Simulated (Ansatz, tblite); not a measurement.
**The cluster Se3+: rung by rung**

The task here is to estimate one member of a computed series from the others.

Computed with Ansatz 0.2.0, Gaussian basis. Level: as each input shows.

Levels to be run: GFN1-xTB, GFN2-xTB, PBE-D4/def2-TZVP, r2SCAN-D4/def2-TZVP, BHLYP-D4/def2-TZVP, HF/def2-TZVP, B3LYP-D4/def2-TZVP, ωB97M-V/def2-TZVP, BLYP-D4/def2-TZVP, PBE-D4/def2-SVP, PBE0-D4/def2-SVP, HF/STO-3G, CCSD(T)/def2-SVP, MP2/def2-TZVP, RPA/def2-TZVP.

### The relaxed structure

The geometry is that of the doublet, from an earlier relaxation (r2SCAN-D4/def2-TZVP). At that level it is the lowest of the isomers that a small search found.

3 atoms, charge 1, spin multiplicity 2.

Bond lengths: Se1–Se2 2.289 Å, Se1–Se3 2.441 Å, Se2–Se3 2.286 Å. Angles: Se2–Se1–Se3 57.7°, Se1–Se2–Se3 64.5°, Se1–Se3–Se2 57.8°.

As a file:

```xyz
3

Se   -0.61587    1.23619    0.00155
Se    1.28900   -0.03184   -0.02771
Se   -0.67314   -1.20435    0.02616
```

The ion is computed in the gas phase, without counter-ions or solvent.

PBE0-D4/def2-TZVP was run before; its log isn't repeated, and its numbers join the tables.

The first run:

Tight binding, by tblite at 300 K electronic temperature and without a spin-polarisation term:

```python
tblite.interface.Calculator('GFN1-xTB', numbers, positions, charge=1, uhf=1).singlepoint()
```

Tight binding, by tblite at 300 K electronic temperature and without a spin-polarisation term:

```python
tblite.interface.Calculator('GFN2-xTB', numbers, positions, charge=1, uhf=1).singlepoint()
```

start.molden holds the orbitals of an earlier run on this state, given as this run's starting guess.

Contents of in.yaml:

```yaml
crystal:
  periodic: [false, false, false]
  atoms:
    - {symbol: Se, position_ang: [-0.615873, 1.236185, 0.001548]}
    - {symbol: Se, position_ang: [1.289000, -0.031838, -0.027706]}
    - {symbol: Se, position_ang: [-0.673137, -1.204347, 0.026157]}
basis:
  gaussian: {orbitals: def2-TZVP, initial_orbitals: start.molden}
total_charge: 1
magnetization: {spin_polarized: true, initial_magnetization: 1}
hamiltonian: {xc: pbe, dispersion: d4}
scf: {omitted_lower_state_checks: [starts]}
output: {orbitals: {seedname: orbitals}}
```

On the command line:

```
> ansatz run in.yaml --threads 4 --pin off --events-out ev --progress --plain --max-ram 3916MiB
```

Among the steps run: PBE-D4/def2-TZVP; r2SCAN-D4/def2-TZVP; BHLYP-D4/def2-TZVP; HF/def2-TZVP; B3LYP-D4/def2-TZVP; ωB97M-V/def2-TZVP; BLYP-D4/def2-TZVP; PBE-D4/def2-SVP; PBE0-D4/def2-SVP; HF/STO-3G; CCSD(T)/def2-SVP; MP2/def2-TZVP; RPA/def2-TZVP.

One of the session's tables, all rows but one given; the rest of the session is left out.

It belongs to the step «Levels side by side». 

```
              level  HOMO (eV)  LUMO (eV)  gap (eV)
          HF/STO-3G     -13.67      -5.44      8.24
       HF/def2-TZVP     -14.52      -6.64      7.88
    PBE-D4/def2-SVP     -11.28     -11.12      0.16
   PBE-D4/def2-TZVP     -11.21     -11.01      0.21
  BLYP-D4/def2-TZVP     -11.05     -10.88      0.16
r2SCAN-D4/def2-TZVP          ?          ?         ?
 B3LYP-D4/def2-TZVP     -11.99     -10.54      1.45
   PBE0-D4/def2-SVP     -12.29     -10.50      1.79
  PBE0-D4/def2-TZVP     -12.19     -10.33      1.86
 BHLYP-D4/def2-TZVP     -13.05      -9.49      3.56
  ωB97M-V/def2-TZVP     -14.24      -8.43      5.81
```

**Question.** Estimate the row for r2SCAN-D4/def2-TZVP.

As computed: HOMO (eV): -11.42; LUMO (eV): -11.00; gap (eV): 0.42. In the column «HOMO (eV)» it lies between B3LYP-D4/def2-TZVP (-11.99) and PBE-D4/def2-SVP (-11.28).
